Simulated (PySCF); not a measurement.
Gas-phase reaction: 2 Al(CH3)2Cl ⇌ Al2H6 + C3H4 (propyne) + CH2Cl2

Computed with PySCF and rigid-rotor harmonic-oscillator thermochemistry at 1 bar. † marks an energy on the PBE0/def2-TZVP geometry and frequencies; other levels use their own. MP2 and CCSD(T) freeze the core. 6-31G* has spherical d functions here. All species are closed-shell singlets. B3LYP is the form with VWN-RPA correlation. Methyl groups turn as free rotors in Al(CH3)2Cl. Al(CH3)2Cl, Al2H6: computed as isolated molecules; such fragments, hydroxides, amides, oligomers or adducts are transient or little studied in the gas. MP2 isn't extrapolated to the basis-set limit; its ΔH°(298 K) is 713.4 kJ in def2-SVP and 727.0 kJ in def2-TZVPP. CCSD(T) isn't extrapolated to the basis-set limit; its ΔH°(298 K) is 684.0 kJ in def2-SVP and 703.6 kJ in def2-TZVPP. The harmonic model lacks anharmonicity and excited electronic states, which grow with temperature; levels with a mode under 35 cm⁻¹ are left out.

```json
[
 {"level": "B3LYP/def2-TZVP†", "ΔE electronic, kJ": "731", "ΔH°(298 K), kJ": "690", "ΔS°(298 K), J/K": "101", "ΔG°(1400 K), kJ": "540"},
 {"level": "BLYP/def2-TZVP†", "ΔE electronic, kJ": "704", "ΔH°(298 K), kJ": "663", "ΔS°(298 K), J/K": "101", "ΔG°(1400 K), kJ": "513"},
 {"level": "CCSD(T)/def2-SVP†", "ΔE electronic, kJ": "725", "ΔH°(298 K), kJ": "684", "ΔS°(298 K), J/K": "101", "ΔG°(1400 K), kJ": "534"},
 {"level": "HF/6-31G*", "ΔE electronic, kJ": "744", "ΔH°(298 K), kJ": "702", "ΔS°(298 K), J/K": "101", "ΔG°(1400 K), kJ": "552"},
 {"level": "HF/def2-TZVP†", "ΔE electronic, kJ": "728", "ΔH°(298 K), kJ": "687", "ΔS°(298 K), J/K": "101", "ΔG°(1400 K), kJ": "537"},
 {"level": "MP2/def2-TZVPP†", "ΔE electronic, kJ": "768", "ΔH°(298 K), kJ": "727", "ΔS°(298 K), J/K": "101", "ΔG°(1400 K), kJ": "577"},
 {"level": "PBE/def2-SVP", "ΔE electronic, kJ": "744", "ΔH°(298 K), kJ": "703", "ΔS°(298 K), J/K": "102", "ΔG°(1400 K), kJ": "551"},
 {"level": "PBE0/def2-SVP†", "ΔE electronic, kJ": "778", "ΔH°(298 K), kJ": "737", "ΔS°(298 K), J/K": "101", "ΔG°(1400 K), kJ": "587"},
 {"level": "r2SCAN/def2-TZVP†", "ΔE electronic, kJ": "769", "ΔH°(298 K), kJ": "728", "ΔS°(298 K), J/K": "101", "ΔG°(1400 K), kJ": "578"},
 {"level": "ωB97M-V/def2-TZVP†", "ΔE electronic, kJ": "760", "ΔH°(298 K), kJ": "719", "ΔS°(298 K), J/K": "101", "ΔG°(1400 K), kJ": "569"},
 {"level": "ωB97X-V/def2-TZVP†", "ΔE electronic, kJ": "754", "ΔH°(298 K), kJ": "713", "ΔS°(298 K), J/K": "101", "ΔG°(1400 K), kJ": "563"}
]
```
ΔH° is lowest at BLYP/def2-TZVP† and highest at PBE0/def2-SVP†. No reference value is set beside these.
